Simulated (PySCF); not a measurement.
## Rotational lines of PS⁺

Lines J+1 ← J of the vibrational ground state, computed from RHF-CCSD(T) constants of PS⁺, ¹Σ⁺ (singlet), closed shell (P 6-31G(d,p), S 6-31G(d,p); no relativity (PySCF 2.14); masses 30.9738 and 31.9721 u), in MHz:

| J | ν (MHz) |
| --- | --- |
| 0 | 18652.8 |
| 1 | 37305.4 |
| 2 | 55957.8 |
| 3 | 74609.8 |
| 4 | 93261.3 |

Question: Find B0 and the effective bond length r0; with αe = 0.00157 cm⁻¹, find Re.

Answer: ν = 2B0(J+1) − 4D(J+1)³ gives B0 = 0.31110 cm⁻¹. With the reduced mass μred = 15.733 u, r0 = √(16.8576/(μred·B0)) (u, cm⁻¹, Å) = 1.8559 Å. Be = B0 + αe/2 = 0.31188 cm⁻¹ gives Re = 1.854 Å.

Correlated steps freeze 10 core orbitals. Correlated levels converge slowly with the basis: in double zeta they bind strong bonds too weakly, by up to about 1 eV, and carry superposition errors of some tenths. For an ion De counts to the pair picked by the measured ionisation energies or electron affinities, which need not be the lowest pair at this level. Where the molecule has an RHF reference, its open-shell atoms are computed with UHF. The CCSD T1 diagnostic is raised, a sign that a single reference may not be enough here.
